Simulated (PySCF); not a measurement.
Ligands exchanged one at a time, B H-F. All species are isolated molecules in the gas phase. Strings in code marks are SMILES.

The S1 excitation (TDA) from two functionals at the same geometries (B3LYP-D3(BJ)/def2-TZVP), both in PySCF: PBE-D3(BJ)/def2-TZVP and ωB97X-D3(BJ)/def2-TZVP. Excitations are Tamm–Dancoff values on a coarser integration grid. The basis has no diffuse functions, so Rydberg states are missing or too high.

```tsv
species	PBE-D3(BJ)/def2-TZVP (eV)
1 of 3 H replaced by F (`BF`)	5.72
2 of 3 H replaced by F (`B(F)F`)	8.13
3 of 3 H replaced by F (`FB(F)F`)	9.70
```

Task: What does ωB97X-D3(BJ)/def2-TZVP give for each?

Result: 
- 1 of 3 H replaced by F (`BF`): 6.22
- 2 of 3 H replaced by F (`B(F)F`): 8.87
- 3 of 3 H replaced by F (`FB(F)F`): 10.96
Over these rows, drawn at random from the members with no instability flagged (it was tested for open shells, ions and some series alone), PBE minus ωB97X-D3(BJ): mean -0.83 eV, from -1.26 eV to -0.50 eV.
